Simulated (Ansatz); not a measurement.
A nudged elastic band was laid between two geometries of CH$_{7}$BO (10 atoms, charge 0, multiplicity 1).

All numbers below come from RKS revPBE/def2-mTZVP (Ansatz 0.2.0).

```json
{"movable images": "9", "climbing image": "yes", "spring": "5.0 eV/Å²", "optimiser": "quadratic models (default)", "start path": "through a guess of the saddle point", "force threshold": "0.03 eV/Å", "iteration limit": "60", "end points": "relaxed"}
```

Initial state:

```xyz
10
Properties=species:S:1:pos:R:3
B -0.044 -0.167 0.387
C 0.110 0.299 1.908
H -0.747 0.042 2.558
H 1.027 -0.073 2.397
H 0.176 1.402 1.929
H 0.927 -0.055 -0.335
H -1.111 0.068 -0.158
O -0.114 -1.965 0.471
H -0.266 -2.244 -0.455
H -0.950 -2.175 0.935
```

Final state:

```xyz
10
Properties=species:S:1:pos:R:3
B -0.140 -0.775 -1.358
C 0.130 0.165 3.159
H -0.897 0.031 3.526
H 0.810 0.281 4.013
H 0.178 1.064 2.530
H 0.950 -0.270 -1.402
H -1.138 -0.220 -1.752
O -0.203 -2.035 -0.830
H -1.109 -2.395 -0.820
H 0.428 -0.711 2.569
```

Question: What changes between the two ends?

Answer: Bonds broken: B1–C2, O8–H10. Bonds formed: C2–H10. CH7BO becomes BH3O + CH4.

Question: What energy profile does the band end with?

Answer: It converged. The highest image is number 3 of 0 to 10, 24.5 kcal/mol above the first end and 51.9 kcal/mol above the last; the last end lies 27.4 kcal/mol below the first. Neighbouring images differ by up to 1.2 eV, so the band resolves the path poorly. A vibrational analysis at the climbing image gives one clearly imaginary mode, 1279i cm⁻¹: a first-order saddle point. The orbitals stay closed-shell, which can raise the energy where a bond breaks towards radicals; this wasn't checked here.

| image | path coordinate (Å) | energy (kcal/mol) | B1–C2 (Å) | O8–H10 (Å) | C2–H10 (Å) |
| --- | --- | --- | --- | --- | --- |
| 0 | 0.00 | 0.0 | 1.60 | 0.98 | 2.86 |
| 1 | 0.72 | 0.4 | 1.60 | 0.98 | 2.57 |
| 2 | 1.45 | 4.1 | 1.62 | 0.98 | 2.07 |
| 3 | 2.17 | 24.5 | 1.80 | 1.27 | 1.40 |
| 4 | 2.81 | -4.1 | 2.27 | 1.82 | 1.12 |
| 5 | 3.46 | -20.0 | 2.74 | 2.23 | 1.09 |
| 6 | 4.10 | -25.0 | 3.14 | 2.62 | 1.10 |
| 7 | 4.75 | -26.7 | 3.54 | 3.02 | 1.10 |
| 8 | 5.39 | -27.2 | 3.94 | 3.39 | 1.10 |
| 9 | 6.04 | -27.4 | 4.30 | 3.60 | 1.10 |
| 10 | 6.68 | -27.4 | 4.62 | 3.70 | 1.10 |

Question: What is the geometry of the highest image?

Answer: 
```xyz
10
Properties=species:S:1:pos:R:3
B 0.005 -0.316 0.149
C -0.016 -0.008 1.917
H -0.917 -0.198 2.523
H 0.888 -0.225 2.506
H -0.010 1.076 1.720
H 1.062 0.080 -0.266
H -1.019 0.124 -0.315
O -0.003 -1.928 0.180
H -0.908 -2.231 -0.026
H -0.072 -1.239 1.248
```

Run time: 6.6 min on 1 thread of Arm Neoverse V1 (shared host), peak memory 0.13 GiB.
